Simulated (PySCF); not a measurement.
CH4O. Atoms are numbered in the order given.

```xyz
6

C     -0.0202     0.6654     0.0000
O      0.1222    -0.7482     0.0000
H     -0.5443     1.0284     0.8912
H      0.9857     1.0830     0.0000
H     -0.5443     1.0284    -0.8912
H     -0.7535    -1.1467     0.0000
```

Coordinates come from a B3LYP-D3(BJ)/def2-TZVP optimisation.

Method: B3LYP/def2-TZVPD in PySCF.

Gas-phase values at a fixed geometry.

```
Property                                                                                                       Result
---------------------------------------------------------------------------------------------  ----------------------
total energy                                                                                       -115.77816 hartree
point group                                                                                                        Cs
highest occupied level                                                                                       -7.75 eV
lowest empty level                                                                                           -0.08 eV
orbital gap                                                                                                   7.67 eV
dipole moment                                                                                                  1.66 D
quadrupole, principal values (traceless, Buckingham form, about the centre of nuclear charge)  -2.79, -1.21, 4.00 D·Å
mean static polarisability                                                                       21.6 bohr³ (3.19 Å³)
polarisability, principal values                                                               20.2, 20.6, 23.8 bohr³
```
